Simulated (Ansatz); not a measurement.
Relaxation of C3H2OS (7 atoms, charge 0, multiplicity 1), to a largest force component of 0.02 eV/Å in at most 50 steps.

All numbers below come from RKS PBE0-D4/def2-SVP (Ansatz 0.2.0).

```xyz
7
Properties=species:S:1:pos:R:3:forces:R:3
C -0.130 -0.581 1.964 0.04 0.55 -1.42
C 0.040 -0.269 0.802 -0.28 -0.04 -0.24
C 0.284 0.056 -0.590 6.58 -1.36 -1.26
O 1.483 -0.159 -1.080 -5.58 0.97 2.04
S -0.987 0.768 -1.499 -1.00 0.21 0.17
H -0.371 -0.761 2.971 -0.08 -0.33 1.05
H -0.258 0.877 -2.613 0.33 0.00 -0.34
```

Problem. Where does it end, and by what steps?

Solution. The forces met the threshold. After 7 steps the energy has fallen by 0.470 eV; C3 moved furthest, 0.12 Å.

```tsv
step	energy less start (eV)	largest force component (eV/Å)	accepted
0	0.0000	6.585	yes
1	-0.1840	3.184	yes
2	-0.4457	0.693	yes
3	-0.4657	0.345	yes
4	-0.4594	0.746	no
5	-0.4680	0.063	yes
6	-0.4696	0.029	yes
7	-0.4702	0.005	yes
```

```xyz
7
Properties=species:S:1:pos:R:3
C -0.183 -0.536 1.940
C 0.086 -0.275 0.788
C 0.406 0.038 -0.592
O 1.478 -0.157 -1.098
S -0.993 0.749 -1.441
H -0.413 -0.771 2.964
H -0.321 0.883 -2.606
```

Whether the end is a true minimum wasn't checked by a vibrational analysis.

Run time: 16 s on 2 threads of Arm Neoverse V1, on a shared host, peak memory 0.16 GiB.
